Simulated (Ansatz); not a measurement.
Ansatz (a first-principles code) input (HF/3-21G): The .json file is the Basis Set Exchange's 3-21G.

Ansatz 0.2 input:
```yaml
crystal:
  periodic: [false, false, false]
  atoms:
    - {symbol: N, position_ang: [-0.00000000, -0.00000000, -0.56338698]}
    - {symbol: O, position_ang: [0.00000000, 0.00000000, 0.49296360]}
basis:
  gaussian:
    orbitals: 3-21G.json
hamiltonian:
  xc: {name: HF}
total_charge: 1
relax: {f_tol: 0.003, max_steps: 120}
```

Output:

```
Functional definition: HF
integrals: 0.00 GiB planned
233 factors; integrals over basis functions are off by at most 3.2e-5 eV
mean field: 0.04 GiB planned
mean field evaluation 1: about -3485.1757 eV, gradient 3.2e1 eV
mean field evaluation 2: about -3485.1860 eV, gradient 3.2e1 eV
mean field evaluation 4: about -3486.7929 eV, gradient 1.1e0 eV
mean field evaluation 8: about -3486.7962 eV, gradient 7.7e-3 eV
mean field -3486.79624790 eV, -128.1373986750 hartree, gradient 7.8e-6 eV, S^2 0.000000; 0 other end points of the search recorded, 0 dependent functions left out
the calculation of the forces begins
reference -3486.79624790 eV, -128.1373986750 hartree; 7, 7 occupied and 11, 11 virtual orbitals, 233 factors
relax step   1: F+E_penalty+E_count = -3486.79624790 eV  Δ(F+E_penalty+E_count) = +0.000e0 eV  max|allowed force component| = 1.758e0 eV/Å  Δτ_max = 0.0000 Å  (30 SCF iters, accepted)
these checks for a lower state are left out or cut short: starts, cluster_reference, orbital_swaps, neighbouring_geometries, increment
integrals: 0.00 GiB planned
233 factors; integrals over basis functions are off by at most 3.3e-5 eV
mean field: 0.04 GiB planned
mean field evaluation 16: about -3486.8043 eV, gradient 1.9e-5 eV
mean field -3486.80433425 eV, -128.1376958427 hartree, gradient 1.9e-5 eV, S^2 0.000000; 0 other end points of the search recorded, 0 dependent functions left out
the calculation of the forces begins
reference -3486.80433425 eV, -128.1376958427 hartree; 7, 7 occupied and 11, 11 virtual orbitals, 233 factors
relax step   2: F+E_penalty+E_count = -3486.80433425 eV  Δ(F+E_penalty+E_count) = -8.086e-3 eV  max|allowed force component| = 4.721e-1 eV/Å  Δτ_max = 0.0061 Å  (23 SCF iters, accepted)
these checks for a lower state are left out or cut short: starts, cluster_reference, orbital_swaps, neighbouring_geometries, increment
integrals: 0.00 GiB planned
233 factors; integrals over basis functions are off by at most 3.3e-5 eV
mean field: 0.04 GiB planned
mean field -3486.80491801 eV, -128.1377172955 hartree, gradient 3.0e-5 eV, S^2 0.000000; 0 other end points of the search recorded, 0 dependent functions left out
the calculation of the forces begins
reference -3486.80491801 eV, -128.1377172955 hartree; 7, 7 occupied and 11, 11 virtual orbitals, 233 factors
relax step   3: F+E_penalty+E_count = -3486.80491801 eV  Δ(F+E_penalty+E_count) = -5.838e-4 eV  max|allowed force component| = 1.325e-2 eV/Å  Δτ_max = 0.0013 Å  (23 SCF iters, accepted)
these checks for a lower state are left out or cut short: starts, cluster_reference, orbital_swaps, neighbouring_geometries, increment
integrals: 0.00 GiB planned
233 factors; integrals over basis functions are off by at most 3.3e-5 eV
mean field: 0.04 GiB planned
mean field -3486.80491847 eV, -128.1377173127 hartree, gradient 1.1e-5 eV, S^2 0.000000; 0 other end points of the search recorded, 0 dependent functions left out
the calculation of the forces begins
reference -3486.80491847 eV, -128.1377173127 hartree; 7, 7 occupied and 11, 11 virtual orbitals, 233 factors
relax step   4: F+E_penalty+E_count = -3486.80491847 eV  Δ(F+E_penalty+E_count) = -4.672e-7 eV  max|allowed force component| = 1.073e-4 eV/Å  Δτ_max = 0.0000 Å  (16 SCF iters, accepted)
integrals: 0.00 GiB planned
233 factors; integrals over basis functions are off by at most 3.3e-5 eV
mean field: 0.04 GiB planned
mean field evaluation 32: about -3485.2739 eV, gradient 3.1e1 eV
mean field -3486.80491847 eV, -128.1377173127 hartree, gradient 1.1e-5 eV, S^2 0.000000; 1 other end points of the search recorded, 0 dependent functions left out
the calculation of the forces begins
reference -3486.80491847 eV, -128.1377173127 hartree; 7, 7 occupied and 11, 11 virtual orbitals, 233 factors
Total energy: -3486.80491847 eV, -128.1377173127 hartree
Atom 0 at    -0.000000     0.000000    -0.558521 Å, force     0.000000     0.000000     0.000107 eV/Å
Atom 1 at     0.000000    -0.000000     0.488097 Å, force    -0.000000    -0.000000    -0.000107 eV/Å
Dipole moment:    -0.000000    -0.000000    -0.182676 e Å
```

The dipole moment of an ion depends on the origin.
